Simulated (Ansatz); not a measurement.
# CAl2: the cost of one run

Computed with Ansatz 0.2.0, Gaussian basis. Level: def2-TZVPP, core rule «outside noble gas», up to 11 orbitals frozen.

To be run: UHF; ROHF; CCSD(T) on UHF.

2 further runs of the same task are left out: 2 set aside as unsound or not needed.

**1. The system**

The geometry is a PBE0/def2-TZVP stationary point (not a proven minimum) of the parent state, kept for this charge and spin.

3 atoms, charge 1, spin multiplicity 2.

Atoms are counted from 1 here; the program's logs count them from 0.

Bond lengths: Al1–Al2 2.681 Å, Al2–C3 1.896 Å. Angles: Al1–Al2–C3 180.0°.

**2. UHF**

The input, in.yaml:

```yaml
crystal:
  periodic: [false, false, false]
  atoms:
    - {symbol: Al, position_ang: [0.000000, 0.000000, 2.419367]}
    - {symbol: Al, position_ang: [0.000000, 0.000000, -0.261933]}
    - {symbol: C, position_ang: [0.000000, 0.000000, -2.157433]}
basis:
  gaussian: {orbitals: def2-TZVPP}
total_charge: 1
magnetization: {spin_polarized: true, initial_magnetization: 1}
hamiltonian: {xc: hf}
output: {orbitals: {seedname: orbitals}}
```

On the command line:

```console
> ansatz run in.yaml --threads 1 --pin off --events-out ev --progress --plain --max-ram 4096MiB --backend cpu
```

What time and memory should one allow on 1 thread of AMD EPYC 7R13, shared host?

About 27 s, with a peak of 0.31 GiB.
